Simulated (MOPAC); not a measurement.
MOPAC input (PM3):

```
PM3 PRECISE GNORM=0.05 LET XYZ UHF MS=0.5 GEO-OK AUX(PRECISION=9) THREADS=1
C3H7O

O     0.02055575 1    1.37954633 1   -0.01097938 1
C    -0.01134845 1    0.01890589 1    0.22432295 1
H     0.91976598 1    1.70434922 1    0.11067332 1
C    -1.34682762 1   -0.56808966 1   -0.05151891 1
C     1.23987973 1   -0.74032850 1   -0.04973274 1
H    -1.55796574 1   -0.61643837 1   -1.13244864 1
H     1.46139415 1   -0.79556071 1   -1.12918124 1
H    -2.13554147 1    0.03305249 1    0.40408140 1
H     2.10665427 1   -0.27840017 1    0.43425102 1
H    -1.41082895 1   -1.58326961 1    0.34158965 1
H     1.16185374 1   -1.76302978 1    0.32044181 1
```

Output:

```
 *******************************************************************************
 **                                                                           **
 **                              MOPAC v23.2.5                                **
 **                                                                           **
 *******************************************************************************
 ** MOPAC's Digital Object Identifier: https://doi.org/10.5281/zenodo.6511958 **
 **                                                                           **
 ** Please cite the open-source release paper for use of this MOPAC version:  **
 ** J. E. Moussa and J. J. P. Stewart (2026)                                  **
 ** MOPAC: An open-source semiempirical molecular orbital program             **
 ** J. Open Source Softw., 11(119), 8025, https://doi.org/10.21105/joss.08025 **
 *******************************************************************************

                              PM3 CALCULATION RESULTS

 *******************************************************************************
 *  PM3        - The PM3 Hamiltonian to be used
 *  GEO-OK     - OVERRIDE INTERATOMIC DISTANCE AND OTHER SAFETY CHECKS
 *  UHF        - UNRESTRICTED HARTREE-FOCK CALCULATION
 *  MS=        - IN MECI, MAGNETIC COMPONENT OF SPIN =  0.5
 *  LET        - OVERRIDE SOME SAFETY CHECKS
 *  PRECISE    - TIGHTER CRITERIA TO BE USED
 *  XYZ        - CARTESIAN COORDINATE SYSTEM TO BE USED
 *  GNORM      - EXIT WHEN GRADIENT NORM DROPS BELOW 0.050
 *  AUX        - OUTPUT AUXILIARY INFORMATION
 *******************************************************************************
PM3 PRECISE GNORM=0.05 LET XYZ UHF MS=0.5 GEO-OK AUX(PRECISION=9) THREADS=1
 C3H7O

   ATOM   CHEMICAL          X               Y               Z
  NUMBER   SYMBOL      (ANGSTROMS)     (ANGSTROMS)     (ANGSTROMS)

     1       O          0.02055575  *   1.37954633  *  -0.01097938  *
     2       C         -0.01134845  *   0.01890589  *   0.22432295  *
     3       H          0.91976598  *   1.70434922  *   0.11067332  *
     4       C         -1.34682762  *  -0.56808966  *  -0.05151891  *
     5       C          1.23987973  *  -0.74032850  *  -0.04973274  *
     6       H         -1.55796574  *  -0.61643837  *  -1.13244864  *
     7       H          1.46139415  *  -0.79556071  *  -1.12918124  *
     8       H         -2.13554147  *   0.03305249  *   0.40408140  *
     9       H          2.10665427  *  -0.27840017  *   0.43425102  *
    10       H         -1.41082895  *  -1.58326961  *   0.34158965  *
    11       H          1.16185374  *  -1.76302978  *   0.32044181  *

          CARTESIAN COORDINATES

    NO.       ATOM           X           Y           Z

     1         O          0.0206      1.3795     -0.0110
     2         C         -0.0113      0.0189      0.2243
     3         H          0.9198      1.7043      0.1107
     4         C         -1.3468     -0.5681     -0.0515
     5         C          1.2399     -0.7403     -0.0497
     6         H         -1.5580     -0.6164     -1.1324
     7         H          1.4614     -0.7956     -1.1292
     8         H         -2.1355      0.0331      0.4041
     9         H          2.1067     -0.2784      0.4343
    10         H         -1.4108     -1.5833      0.3416
    11         H          1.1619     -1.7630      0.3204

[...]
     1       O          0.00864020  *   1.39809320  *   0.09689753  *
     2       C         -0.00477609  *   0.04739788  *  -0.00041105  *
     3       H          0.91475092  *   1.67997447  *   0.07948365  *
     4       C         -1.34152205  *  -0.57555075  *   0.01019839  *
     5       C          1.23928388  *  -0.74019489  *  -0.11072001  *
     6       H         -1.50582906  *  -1.13742352  *  -0.91987019  *
     7       H          1.81310857  *  -0.45982916  *  -1.00587912  *
     8       H         -2.15499741  *   0.15508528  *   0.10970182  *
     9       H          1.89021231  *  -0.58558203  *   0.76195672  *
    10       H         -1.42286964  *  -1.28567708  *   0.84489357  *
    11       H          1.01948379  *  -1.81280125  *  -0.17740465  *

                             CARTESIAN COORDINATES

   1    O        0.008640203     1.398093199     0.096897532
   2    C       -0.004776094     0.047397880    -0.000411053
   3    H        0.914750921     1.679974472     0.079483653
   4    C       -1.341522053    -0.575550751     0.010198392
   5    C        1.239283885    -0.740194886    -0.110720009
   6    H       -1.505829063    -1.137423518    -0.919870188
   7    H        1.813108571    -0.459829163    -1.005879122
   8    H       -2.154997410     0.155085278     0.109701822
   9    H        1.890212310    -0.585582033     0.761956717
  10    H       -1.422869637    -1.285677084     0.844893566
  11    H        1.019483788    -1.812801247    -0.177404652

           Empirical Formula: C3 H7 O  =    11 atoms

      MOLECULAR POINT GROUP   :   Cs

          ALPHA EIGENVALUES
 -39.28522 -32.53737 -27.97669 -20.53139 -17.52168 -16.17279 -15.74604 -13.59854
 -13.51772 -13.20871 -13.09098 -12.79445  -8.17995   2.70358   3.59294   3.95392
   4.08156   4.15565   4.38664   4.54481   4.55112   5.20726   5.95533

           BETA EIGENVALUES
 -38.90281 -32.35659 -27.95976 -19.96939 -17.21057 -15.96053 -15.09389 -13.46779
 -13.35772 -13.18941 -12.72473 -12.47804   1.33816   3.29308   3.75652   4.02194
   4.24605   4.26772   4.41937   4.57015   4.76785   5.58015   6.39231

              NET ATOMIC CHARGES AND DIPOLE CONTRIBUTIONS

  ATOM NO.   TYPE          CHARGE      No. of ELECS.   s-Pop       p-Pop
    1          O          -0.194159        6.1942     1.78842     4.40574
    2          C          -0.173007        4.1730     1.22430     2.94870
    3          H           0.187284        0.8127     0.81272
    4          C          -0.030894        4.0309     1.11408     2.91681
    5          C          -0.059106        4.0591     1.12084     2.93827
    6          H           0.040739        0.9593     0.95926
    7          H           0.041561        0.9584     0.95844
    8          H           0.053335        0.9467     0.94666
    9          H           0.041552        0.9584     0.95845
   10          H           0.040753        0.9592     0.95925
   11          H           0.051943        0.9481     0.94806
 DIPOLE           X         Y         Z       TOTAL
 POINT-CHG.     0.534    -0.632    -0.068     0.830
 HYBRID         0.683    -0.012    -0.031     0.684
 SUM            1.218    -0.644    -0.099     1.381

          ATOMIC ORBITAL ELECTRON POPULATIONS

     Atom    s        px        py        pz
    1  O   1.78842   1.33730   1.18341   1.88502
    2  C   1.22430   0.96349   0.85109   1.13412
    3  H   0.81272
    4  C   1.11408   0.92940   0.99053   0.99688
    5  C   1.12084   0.94483   0.99395   0.99949
    6  H   0.95926
    7  H   0.95844
    8  H   0.94666
    9  H   0.95845
   10  H   0.95925
   11  H   0.94806

                    (SZ)    =    0.500000
                    (S**2)  =    0.762345

          ATOMIC ORBITAL SPIN POPULATIONS

    Atom   Total    s     px     py     pz
         Atomic
    1  O  0.0745  0.002  0.000 -0.037  0.108
    2  C  0.9727  0.063  0.054  0.042  0.814
    3  H -0.0009 -0.001
    4  C -0.1100 -0.012 -0.044 -0.026 -0.029
    5  C -0.1124 -0.012 -0.048 -0.023 -0.030
    6  H  0.0407  0.041
    7  H  0.0404  0.040
    8  H  0.0075  0.008
    9  H  0.0402  0.040
   10  H  0.0398  0.040
   11  H  0.0074  0.007

 **********************
 *                    *
 * JOB ENDED NORMALLY *
 *                    *
 **********************

 == MOPAC DONE ==
```
